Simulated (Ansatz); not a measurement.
Molecule: beryllium hydride, BeH, net charge 0, doublet state. 
Structure (B3LYP-D3(BJ)/def2-TZVP (Ansatz, an electronic-structure program) minimum search):
```
Be
H 1 1.3474
```
Charge 0, spin multiplicity 2.

Parts of the frozen-core correlation energy in def2-SVP (Ansatz, hartree). Frozen orbitals: 1; correlated occupied orbitals by spin: 2 and 1; virtual: 11 and 12. UHF or UKS for open shells. Spin-orbit coupling is left out. Non-relativistic.

| term | value |
|---|---|
| reference (HF) | -15.13426 |
| MP2 opposite-spin | -0.02267 |
| MP2 same-spin | -0.00051 |
| CCSD correlation | -0.03257 |
| (T) | -0.00026 |
| CCSDT minus CCSD(T) | -0.00017 |
| T1 diagnostic | 0.014 |
| largest doubles amplitude | 0.047 |
| <S^2> of the reference | 0.751 |
